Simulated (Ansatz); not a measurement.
A structure relaxed at PBE0-D4/def2-TZVP in Ansatz, charge 1, singlet:

```xyz
3

Si    0.053   -0.140   -0.213
Si   -0.412    1.087    1.642
H     0.359   -0.946   -1.429
```

Task: Give its formula and point group.

Result: Si2H⁺. Point group C∞v (tolerance 0.1 Å).

Task: Summarise the bond lengths by kind (pairs closer than 1.2 times the sum of covalent radii, bridged metal pairs left out).

Result: 1 × Si–Si 2.27 Å; 1 × H–Si 1.49 Å.

The restricted singlet is unstable: a solution with broken spin symmetry lies lower. At PBE0-D4/def2-TZVP a triplet of charge 1 lies 0.98 eV below the restricted singlet, each at its own geometry. The structure comes from a short search, and lower isomers may exist.
